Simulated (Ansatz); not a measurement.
Reaction (SMILES): O (H2O) → 2 H atom + O atom
B3LYP-D3(BJ)/def2-TZVP geometries, fixed; electronic energies without zero-point terms.

Basis-set convergence of the atomisation energy at PBE with Ansatz (a quantum-chemistry and plane-wave program). Cartesian d functions, on some or all atoms, in 6-31G*, 6-31+G*; all else is spherical. The program fits the integrals of some runs and decomposes those of others, by size. Open shells are unrestricted. No added dispersion term, no relativity. Functions are those of the species that has most. Reference: the value in aug-cc-pV5Z, 234.47 kcal/mol, itself unsure by roughly 0.03 kcal/mol (its mean distance from pcseg-4, aug-pcseg-3, aug-cc-pVQZ). Deviations are taken from unrounded values.

```csv
basis,functions,atomisation energy (kcal/mol),minus reference (kcal/mol)
STO-3G,7,219.03,-15.44
pcseg-0,13,199.28,-35.19
6-31G*,19,221.76,-12.70
6-31+G*,23,226.06,-8.41
pcseg-1,24,225.00,-9.47
6-311G**,30,227.73,-6.74
6-311+G**,34,232.00,-2.47
aug-pcseg-1,41,231.99,-2.48
def2-TZVP,43,230.76,-3.71
"6-311++G(2d,2p)",47,233.89,-0.58
def2-TZVPD,58,232.93,-1.54
jun-cc-pV(T+d)Z,67,234.09,-0.38
def2-TZVPPD,74,234.46,-0.01
"6-311++G(3df,3pd)",75,234.84,0.37
aug-cc-pVTZ,92,233.96,-0.51
def2-QZVPP,117,233.86,-0.61
def2-QZVPPD,132,234.35,-0.12
aug-cc-pV5Z,287,234.47,0.00
```
